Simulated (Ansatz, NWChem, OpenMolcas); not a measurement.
## Abstraction of F: NO2F + SF → NO2 + SF2

Species: NO2F (nitryl fluoride) `O=[N+]([O-])F`, singlet; SF (Monosulfur monofluoride), doublet; NO2 (nitrogen dioxide) `[O]N=O`, doublet; SF2 (sulfur difluoride) `FSF`, singlet. A radical takes F: the energy is the difference in strength between the N–F bond broken and the S–F bond made.

Shapes, held fixed at every level: PBE0-D4/def2-TZVP. Programs: Ansatz 0.2.0, NWChem 7.3.0, OpenMolcas 26.06. A level may come from different programs for different species; with the same settings they agree closely. The zero-point and thermal change to 298 K, harmonic and unscaled (PBE0-D4/def2-TZVP), is -4.7 kJ/mol.

| level | kind | ΔH(298 K) (kJ/mol) |
| --- | --- | --- |
| HF/3-21G | Hartree–Fock | -95.4 |
| revPBE/STO-3G | GGA | -92.4 |
| r2SCAN/STO-3G | meta-GGA | -102.4 |
| wB97M-V/STO-3G | range-separated hybrid | -118.9 |
| wB97X/STO-3G | range-separated hybrid | -111.5 |
| CCSD(T)/STO-3G | coupled cluster or CI | -119.3 |
| B3LYP/6-31G* (spherical functions) | global hybrid | -111.8 |

B3LYP/6-31G* (spherical functions) gives ΔH(298 K) = -111.8 kJ/mol; the levels span -119.3 to -92.4. The median of the levels is -111.5. No measured value is set beside it here. T1 is large for NO2 (0.075), so single-reference values are less sure there. Spin contamination: NO2 (⟨S²⟩ up to 1.18). Open shells run unrestricted. Rows in sets without polarisation functions are far from converged.
